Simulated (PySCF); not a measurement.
Tricarbon monosulfide, C3S (singlet state).
SMILES with atom numbers: `[C:1]=[C:2]=[C:3]=[S:4]`

Computed with PySCF at PBE0/pcSseg-1 and B3LYP/def2-SVPD, non-relativistic, on one gas-phase PBE0-D3(BJ)/def2-SVP geometry that isn't relaxed in the solvent. The solvent is an IEF-PCM continuum (van der Waals radii × 1.2). Specific hydrogen bonds and non-electrostatic terms are outside this model.

Gas phase at PBE0/pcSseg-1: HOMO -8.67 eV, LUMO -3.58 eV, dipole 3.54 D.

What does the continuum do to the energy, the frontier levels and the dipole at PBE0/pcSseg-1 in cyclohexane and tetrahydrofuran?

```csv
solvent,ε,E(solvent) − E(gas) (kcal/mol),polarisation term (kcal/mol),distortion of the solute (kcal/mol),HOMO (eV),LUMO (eV),dipole (D)
cyclohexane,2.017,-1.35,-1.58,0.23,-8.59,-3.51,4.23
tetrahydrofuran,7.426,-2.94,-4.06,1.12,-8.53,-3.45,5.09
```

Polarisation term: ½ Σ q·V over the induced surface charges. Distortion: the rise of the solute's own energy as its density leaves the gas-phase optimum. From cyclohexane to tetrahydrofuran the lowering changes by a factor 2.18, Onsager's factor (ε − 1)/(2ε + 1) by 2.01 and ε itself by 3.7.

Which radius a makes the point-dipole formula ΔE = −[(ε − 1)/(2ε + 1)]·μ²/a³ give the value in tetrahydrofuran, with the gas-phase dipole?

μ = 1.391 au and |ΔE| = 0.00469 Eh give a = 2.92 Å; the farthest nucleus lies 2.13 Å from the centroid of the nuclei. The formula assumes a rigid point dipole at the centre of a sphere.

Which ESP-fitted charges (PBE0/pcSseg-1) respond most in cyclohexane (means over atoms taken as equivalent)?

| atoms | environment | gas (e) | solvent (e) | change |
| --- | --- | --- | --- | --- |
| C1 | carbon bonded to C | -0.420 | -0.468 | -0.048 |
| S4 | sulfur bonded to C | +0.219 | +0.255 | +0.036 |
| C2 | central carbon of cumulated double bonds | +0.535 | +0.563 | +0.028 |
| C3 | central carbon of cumulated double bonds | -0.335 | -0.350 | -0.015 |

Which Mayer bond orders change most in cyclohexane?

```tsv
bond	length (Å)	gas	solvent	change
C1–C2	1.285	2.311	2.397	+0.086
C2–C3	1.299	1.203	1.181	-0.022
C3–S4	1.542	2.011	2.029	+0.018
```

How do the nuclear quadrupole coupling constants eQVzz/h respond in cyclohexane?

```
  nucleus  Q (barn)  gas (MHz)  solvent (MHz)  η gas  η solvent
33S at S4  -0.06781     -12.94         -12.26   0.00       0.00
```

Gas phase at B3LYP/def2-SVPD: HOMO -8.42 eV, LUMO -3.77 eV, dipole 3.74 D.

What does the continuum do to the energy, the frontier levels and the dipole at B3LYP/def2-SVPD in cyclohexane?

```tsv
solvent	ε	E(solvent) − E(gas) (kcal/mol)	polarisation term (kcal/mol)	distortion of the solute (kcal/mol)	HOMO (eV)	LUMO (eV)	dipole (D)
cyclohexane	2.017	-1.48	-1.72	0.24	-8.37	-3.69	4.47
```

The atom shares or the degeneracy of the HOMO differ from the gas phase in cyclohexane, so that column needn't follow one orbital.

How does the static polarisability (B3LYP/def2-SVPD, frozen core, with the continuum's full static response) change?

```json
{"medium": "gas", "isotropic (au)": "61.3", "principal values (au)": "35.4, 35.4, 113.2", "⟨r²⟩ of the electrons (bohr²)": "386.9"}
{"medium": "cyclohexane", "isotropic (au)": "71.9", "principal values (au)": "39.1, 39.1, 137.7", "⟨r²⟩ of the electrons (bohr²)": "387.6"}
```

The isotropic value in cyclohexane is 1.17 times the gas-phase one; no cavity-field correction is applied. ⟨r²⟩ is taken about the centre of nuclear charge.
